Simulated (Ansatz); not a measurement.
# AlSiH (singlet): wave-function methods side by side at angle Al2–Si1–H3 = 86.7°, cc-pVTZ

The task here is to estimate one member of a computed series from the others.

Computed with Ansatz 0.2.0, Gaussian basis. Level: cc-pVTZ, core rule «outside noble gas», up to 10 orbitals frozen.

To be run: UHF; CCSD(T) on RHF; CCSD(T) on UHF; BCCD(T) on RHF; CISD; CCSDT(Q) on RHF; CASSCF and NEVPT2, 8 electrons in 9 orbitals.

17 further runs of the same task are left out: 2 for a known fault of the program, 9 that didn't finish, 6 set aside as unsound or not needed.

### The system

The geometry derives from a PBE0/def2-TZVP stationary point (not a proven minimum). One angle is set to the value named; bond lengths are kept.

3 atoms, charge 0, spin multiplicity 1.

Atoms are counted from 1 here; the program's logs count them from 0.

Bond lengths: Si1–Al2 2.647 Å, Si1–H3 1.545 Å. Angles: Al2–Si1–H3 86.7°.

Set-up of the first run:

in.yaml reads:

```yaml
crystal:
  periodic: [false, false, false]
  atoms:
    - {symbol: Si, position_ang: [0.000000, 0.028654, 1.275002]}
    - {symbol: Al, position_ang: [0.000000, -0.088314, -1.368933]}
    - {symbol: H, position_ang: [0.000000, 1.565650, 1.117982]}
basis:
  gaussian: {orbitals: cc-pVTZ}
magnetization: {spin_polarized: true, initial_magnetization: 0}
hamiltonian: {xc: hf}
output: {orbitals: {seedname: orbitals}}
```

Launch:

```sh
$ ansatz run in.yaml --threads 1 --pin off --events-out ev --progress --plain --max-ram 2393MiB
```

Steps of the session up to this table: UHF; CCSD(T) on RHF; CCSD(T) on UHF; BCCD(T) on RHF; CISD; CCSDT(Q) on RHF; CASSCF and NEVPT2, 8 electrons in 9 orbitals.

One table of the session follows, with a row left open; its other results are not shown here.

| method | from RCCSDT(Q) (meV) |
| --- | --- |
| RHF | +5402.1 |
| UHF | ? |
| RMP2 | +1318.6 |
| UMP2 | +1170.0 |
| CISD | +754.2 |
| RCCSD | +282.5 |
| UCCSD | +90.3 |
| RCCSD(T) | +70.6 |
| UCCSD(T) | -121.5 |
| BCCD(T) | +70.1 |
| RCCSDT | +21.1 |
| RCCSDT(Q) | 0 |
| CASSCF valence | +3282.0 |
| NEVPT2 valence | +1041.2 |

Q: Estimate the row for UHF from the others.

The run gave: from RCCSDT(Q) (meV): +4642.5. In the column «from RCCSDT(Q) (meV)» it lies between CASSCF valence (+3282.0) and RHF (+5402.1).

The program flags UCCSD(T) as in doubt (see the logs), so those rows may rest on another solution; read them beside their warnings.

Limits of these values: The determinant is far from a pure spin state, so its energy mixes those of several spin states (harmless only where they are near-degenerate, as at dissociation). The program flags UCCSD(T) as in doubt, so those rows may rest on another solution; read them beside their warnings. Warnings: restricted reference is unstable; spin contamination. Restricted and unrestricted rows rest on different reference determinants; where their highest levels disagree by more than a few hundredths of an eV, they describe different states and don't form one ladder.
